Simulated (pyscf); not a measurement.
`[CH4]` + `[Cl][Zr]([Cl])[Cl]` [doublet] → `[CH3][Zr]([Cl])([Cl])[Cl]` + `[H]` [doublet], a substitution at C (doublet surface; C–H broken, C–Zr formed). Structures and frequencies: ωB97X-D3(BJ)/def2-SVP in PySCF. Energies in kcal/mol from the separated reactants.

Small-basis levels: PySCF, no dispersion term, spherical d functions. AM1 to PM7: differences of heats of formation from MOPAC, which are fitted to 298 K values and so differ in kind from electronic energies by zero-point and thermal terms. GFN2-xTB: tblite. Open shells are spin-unrestricted. 

| level | barrier | reaction energy |
|---|---|---|
| MP2/6-31G*+LANL2DZ | 59.1 | +33.1 |
| SVWN5/6-31G*+LANL2DZ | 34.3 | +35.8 |
| BP86/6-31G*+LANL2DZ | 46.6 | +43.2 |
| PBE/6-31G*+LANL2DZ | 44.8 | +39.1 |
| M06-2X/6-31G*+LANL2DZ | [?] | +44.8 |
| B3LYP/6-311+G**+LANL2DZ | 53.7 | +46.5 |
| GFN2-xTB | 23.9 | +14.3 |
| PM6 | [?] | +58.0 |
| PM7 | 36.7 | +29.2 |
| ωB97M-D3(BJ)/def2-TZVP | [?] | +41.0 |

**Question.** Some entries are withheld; supply them.

**Answer.** 
- M06-2X/6-31G*+LANL2DZ, barrier: 55.2
- PM6, barrier: 60.5
- ωB97M-D3(BJ)/def2-TZVP, barrier: 54.3

Against the last row the barrier runs from -30.4 (GFN2-xTB) to +6.2 kcal/mol (PM6). At SVWN5/6-31G*+LANL2DZ this geometry lies under one side, so the entry may be no barrier of that level: it is a single point on another level's saddle. ωB97M-D3(BJ)/def2-TZVP has limits of its own. One saddle was located; it need not be the lowest between these sides. The angle at the attacked C is 180°. Open-shell species with a d-block atom are single-reference here; other states, and whether the spin sits on metal or ligand, were not checked. In the def2 sets elements past Kr carry core potentials, without spin-orbit coupling.
